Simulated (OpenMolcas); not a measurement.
# NH (imidogen): a chain of runs

Aim: a series of 9 runs (ROHF/6-31G*, CASSCF(6,5)/6-31G*, CASPT2(6,5)/6-31G*, CASPT2[IPEA 0](6,5)/6-31G*, SC-NEVPT2(6,5)/6-31G*, PC-NEVPT2(6,5)/6-31G*, MC-PDFT[tPBE](6,5)/6-31G*, MRCI(6,5)/6-31G*, and more) of NH (imidogen). 

The results are computed with OpenMolcas 26.06.

## 1. The structure to begin with

NH has 2 atoms, charge 0, and is taken as a triplet. As SMILES, `[NH]`. The N1–H2 distance was set to 1.554 Å, away from the relaxed value.

## 2. The energy at ROHF/6-31G(d) (spherical functions) (run 1)

Input file step1.inp:

```
&gateway
 baslib
 $CurrDir
 coord
 2
 angstrom
 N        0.000000       0.000000      -0.518090
 H        0.000000       0.000000       1.036210
 basis
 6-31Gs
 group
 NoSym

&seward

&scf
 uhf
 spin
 3
 prorbitals
 1 1

&rasscf
 fileorb
 $Project.UnaOrb
 spin
 3
 nactel
 2 0 0
 inactive
 3
 ras2
 2
 outorbitals
 Canonical
 orblisting
 Nothing
```

The basis set 6-31G* is read from a file made from the Basis Set Exchange's data (not shown).

Run with:

```
export MOLCAS_MEM=1860
pymolcas step1.inp > step1.log
```

What it wrote:

```text
--- Start Module: gateway ---
[...]
--- Stop Module: gateway /rc=_RC_ALL_IS_WELL_ ---
[...]
      Basis functions           16
[...]
--- Start Module: scf ---
[...]
       Convergence after  18 Iterations
[...]
::    Total SCF energy                                -54.8940796619
[...]
      Total spin, S                                     1.1587531288
[...]
--- Stop Module: scf /rc=_RC_ALL_IS_WELL_ ---
[...]
--- Start Module: rasscf ---
[...]
      Number of active orbitals                  2
[...]
      Spin quantum number                      1.0
[...]
      Active orbitals                            2
[...]
      Number of CSFs                             1
[...]
      Number of root(s) required                 1
[...]
      Convergence after  8 iterations
[...]
      printout of CI-coefficients larger than  0.05 for root  1
      energy=     -54.863269
      conf/sym  11     Coeff  Weight
             1  uu   1.00000 1.00000
      Natural orbitals and occupation numbers for root  1
      sym 1:   1.000000   1.000000
      ************************************************************************************************************************
      *                                                    Final results                                                     *
[...]
::    RASSCF root number  1 Total energy:    -54.86326860
[...]
      Total electronic charge=    8.000000
      Total            charge=   -0.000000
[...]
      Dipole Moment (debye):
      Origin of the operator (angstrom)=    0.0000    0.0000   -0.4137
                   X=  2.4448E-13               Y=  3.3710E-13               Z=  1.0517E+00           Total=  1.0517E+00
      Quadrupole Moment (debye*angstrom):
[...]
--- Stop Module: rasscf /rc=_RC_ALL_IS_WELL_ ---
[...]
```

Run time: 4.5 s. Hardware: 1 thread of AMD EPYC 7R43 (Zen 3), shared host; peak memory 0.37 GiB.

## 3. A single-point energy at CASSCF(6,5)/6-31G(d) (spherical functions) (run 2)

Input file step2.inp:

```
* HN CASSCF
>>> EXPORT MOLCAS_PRINT=2
&gateway
baslib=$CurrDir
coord
2
angstrom
N        0.000000       0.000000      -0.518090
H        0.000000       0.000000       1.036210
basis=6-31Gs
group=NoSym
&seward
&rasscf
fileorb=$CurrDir/step1.RasOrb
spin=3
nactel=6 0 0
inactive=1
ras2=5
orblisting=Nothing
```

The basis set 6-31G* is read from a file made from the Basis Set Exchange's data (not shown).

Run with:

```
export MOLCAS_MEM=1860
pymolcas step2.inp > step2.log
```

What it wrote:

```text
--- Start Module: gateway ---
[...]
--- Stop Module: gateway /rc=_RC_ALL_IS_WELL_ ---
--- Start Module: seward ---
[...]
      Basis functions           16
--- Stop Module: seward /rc=_RC_ALL_IS_WELL_ ---
[...]
--- Start Module: rasscf ---
[...]
      Number of active orbitals                  5
[...]
      Spin quantum number                      1.0
[...]
      Active orbitals                            5
[...]
      Number of CSFs                            45
[...]
      Number of root(s) required                 1
[...]
      Convergence after  8 iterations
[...]
      printout of CI-coefficients larger than  0.05 for root  1
      energy=     -54.923468
      conf/sym  11111     Coeff  Weight
             1  22uu0  -0.94589 0.89472
             8  2uduu   0.13303 0.01770
            14  2uudu  -0.07681 0.00590
            15  2uuud  -0.10850 0.01177
            30  20uu2   0.26147 0.06837
      Natural orbitals and occupation numbers for root  1
      sym 1:   1.997766   1.827735   1.000000   1.000000   0.174500
      ************************************************************************************************************************
      *                                                    Final results                                                     *
[...]
::    RASSCF root number  1 Total energy:    -54.92346812
[...]
      Total electronic charge=    8.000000
      Total            charge=   -0.000000
[...]
      Dipole Moment (debye):
      Origin of the operator (angstrom)=    0.0000    0.0000   -0.4137
                   X=  2.8445E-13               Y=  1.2764E-13               Z=  7.1986E-01           Total=  7.1986E-01
      Quadrupole Moment (debye*angstrom):
[...]
--- Stop Module: rasscf /rc=_RC_ALL_IS_WELL_ ---
[...]
```

Wall time 3 s (1 thread of AMD EPYC 7R43 (Zen 3), shared host); peak memory 0.36 GiB.

Runs 3 to 8 aren't shown in full; the table further down has their settings and results.

## 4. The energy at MRACPF(6,5)/6-31G(d) (spherical functions) (run 9)

Input file step9.input:

```
* HN MR-ACPF

&GATEWAY
  BasLib
  $CurrDir
  Coord
  2
  angstrom
  N        0.000000       0.000000      -0.518090
  H        0.000000       0.000000       1.036210
  Basis
  6-31Gs
  Group
  NoSym

&SEWARD

&RASSCF
  FileOrb
  $CurrDir/step2.RasOrb
  Spin
  3
  Nactel
  6 0 0
  Inactive
  1
  Ras2
  5
  OrbListing
  Nothing

&MOTRA
  LumOrb
  Frozen
  1

&GUGA
  Electrons
  6
  Spin
  3
  Inactive
  0
  Active
  5
  CIAll
  1

&MRCI
  ACPF
```

The basis set 6-31G* is read from a file made from the Basis Set Exchange's data (not shown).

Run with:

```
export MOLCAS_MEM=1860
pymolcas step9.input > step9.log
```

What it wrote:

```text
--- Start Module: gateway ---
[...]
--- Stop Module: gateway /rc=_RC_ALL_IS_WELL_ ---
[...]
      Basis functions           16
[...]
      Number of active orbitals                  5
[...]
      Spin quantum number                      1.0
[...]
      Active orbitals                            5
[...]
      Number of CSFs                            45
[...]
      Number of root(s) required                 1
[...]
      Convergence after  4 iterations
[...]
      printout of CI-coefficients larger than  0.05 for root  1
      energy=     -54.923468
      conf/sym  11111     Coeff  Weight
             1  22uu0  -0.94589 0.89472
             8  2uduu   0.13303 0.01770
            14  2uudu  -0.07681 0.00590
            15  2uuud  -0.10850 0.01177
            30  20uu2   0.26147 0.06837
      Natural orbitals and occupation numbers for root  1
      sym 1:   1.997766   1.827734   1.000000   1.000000   0.174500
      ************************************************************************************************************************
      *                                                    Final results                                                     *
[...]
::    RASSCF root number  1 Total energy:    -54.92346812
[...]
      Dipole Moment (debye):
      Origin of the operator (angstrom)=    0.0000    0.0000   -0.4137
                   X=  2.9424E-13               Y=  1.2547E-13               Z=  7.1986E-01           Total=  7.1986E-01
      Quadrupole Moment (debye*angstrom):
[...]
      *** WARNING: Default frozen orbitals is overwritten by user input.
      *** Default values:   1
[...]
--- Start Module: guga ---
[...]
--- Stop Module: guga /rc=_RC_ALL_IS_WELL_ ---
--- Start Module: mrci ---
[...]
       USE THE DEFAULT ACPF G-VALUE GFAC=  0.33333333333333331
[...]
    MR ACPF CALCULATION.
[...]
            REFERENCE CI ENERGY:   -54.92346812
[...]
        ACPF CORRELATION ENERGY:    -0.09715502
                    ACPF ENERGY:   -55.02062314
[...]
      Total electronic charge=    8.000000
      Total            charge=    0.000000
[...]
  ACPF State   1     Total energy:    -55.02062314
[...]
--- Stop Module: mrci /rc=_RC_ALL_IS_WELL_ ---
[...]
```

Wall time 3.6 s (1 thread of AMD EPYC 7R43 (Zen 3), shared host); peak memory 0.37 GiB.

## 5. Overview of the runs

| run | level | active rule | inactive | energy (Eh) | dipole moment (D) of the reference | wall time |
| --- | --- | --- | --- | --- | --- | --- |
| 1 | ROHF/6-31G* (spherical functions) | – | – | -54.863269 | 1.05 | 4.5 s |
| 2 | CASSCF(6,5)/6-31G* (spherical functions) | full valence | 1 | -54.923468 | 0.72 | 3 s |
| 3 | CASPT2(6,5)/6-31G* (spherical functions) | full valence | 1 | -55.007062 | 0.72 | 3 s |
| 4 | CASPT2[IPEA 0](6,5)/6-31G* (spherical functions) | full valence | 1 | -55.012347 | 0.72 | 3.3 s |
| 5 | SC-NEVPT2(6,5)/6-31G* (spherical functions) | full valence | 1 | -55.001926 | 0.72 | 3 s |
| 6 | PC-NEVPT2(6,5)/6-31G* (spherical functions) | full valence | 1 | -55.002761 | 0.72 | 3.3 s |
| 7 | MC-PDFT[tPBE](6,5)/6-31G* (spherical functions) | full valence | 1 | -55.073600 | 0.72 | 3.6 s |
| 8 | MRCI(6,5)/6-31G* (spherical functions) | full valence | 1 | -55.018436 | 0.72 | 3.6 s |
| 9 | MRACPF(6,5)/6-31G* (spherical functions) | full valence | 1 | -55.020623 | 0.72 | 3.6 s |

## 6. What came out

```
                                                 quantity         value
                  run 9, MRACPF(6,5)/6-31G*: total energy  -55.02062 Eh
run 9, MRACPF(6,5)/6-31G*: dipole moment (CASSCF density)        0.72 D
```

In words: Below the ROHF energy at the same shape and in the same basis (6-31G*): CASSCF(6,5) -60.2 mEh; CASPT2(6,5) -143.8 mEh; CASPT2[IPEA 0](6,5) -149.1 mEh; SC-NEVPT2(6,5) -138.7 mEh; PC-NEVPT2(6,5) -139.5 mEh; MRCI(6,5) -155.2 mEh. Active-space methods hold only the correlation inside their space unless a perturbation or CI step follows. All runs together took 31 s, the longest 4.5 s.
